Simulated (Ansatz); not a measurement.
C2H7N, SMILES `CNC` (charge 0, multiplicity 1).

Cartesian coordinates (Å):
SMILES: CNC
```xyz
10

C      1.1531     0.3588     0.0392
N      0.1421    -0.6527     0.2427
C     -1.1572    -0.2491    -0.2428
H      1.3127     0.5032    -1.0335
H      2.1006     0.0319     0.4722
H      0.8963     1.3426     0.4689
H      0.0837    -0.8863     1.2249
H     -1.1205    -0.1370    -1.3305
H     -1.8964    -1.0198    -0.0157
H     -1.5144     0.7083     0.1746
```
Charge 0, multiplicity 1.

Frozen-core energies in 6-31g from Ansatz (a program for electronic structure) at a geometry from PBE0-D3(BJ)/def2-TZVP; the HF reference has <S^2> = 0.00 and the T1 diagnostic is 0.007.

```csv
level,energy (Ha)
HF,-134.17712
MP2,-134.47096
CCSD,-134.50865
CCSD(T),-134.51515
```

### Question
Estimate the energies of CCSDT, CCSDT(Q) and CCSDTQ, and give each level's difference from CCSDTQ.

### Answer

```csv
level,energy (Ha),difference from CCSDTQ (mHa)
MP2,-134.47096,45.22
CCSD,-134.50865,7.53
CCSD(T),-134.51515,1.03
CCSDT,-134.51565,0.52
CCSDT(Q),-134.51622,-0.04
CCSDTQ,-134.51618,0.00
```
